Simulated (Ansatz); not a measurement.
# C2H5N: a line through the functionals

The species is C2H5N (8 atoms), meant as a singlet with charge 0. SMILES: `C=NC`. Geometry: relaxed at PBE0-D4/def2-TZVP.

The HOMO–LUMO gap y, in eV, basis aug-cc-pVDZ; a is the functional's share of exact exchange. Programs: Ansatz 0.2.0.

```
functional  program     a  y (eV)
       PBE   Ansatz     0    4.39
    r2SCAN   Ansatz     0    4.95
     B3LYP   Ansatz   0.2    6.44
      PBE0   Ansatz  0.25       ?
   r2SCAN0   Ansatz  0.25    7.32
     BHLYP   Ansatz   0.5    9.09
```

Problem. Fit y = c + s·a to the known rows and predict PBE0.

Solution. 
1. Means of the 5 rows: a = 0.1900, y = 6.438.
2. Σ(Δa)² = 0.172, Σ(Δa·Δy) = 1.5469, so the slope is 1.5469/0.172 = 8.9936.
3. Intercept: 6.438 − (8.9936) × 0.1900 = 4.729. The largest residual of the fit is 0.34.
4. PBE0: 4.729 + (8.9936) × 0.25 = 6.98 eV.

The run gave 6.94 eV, so the prediction is off by +0.04 eV, within the scatter of the fit. Exact exchange lowers occupied levels and raises empty ones. The rows mix families of semi-local functionals, which the line can't see.
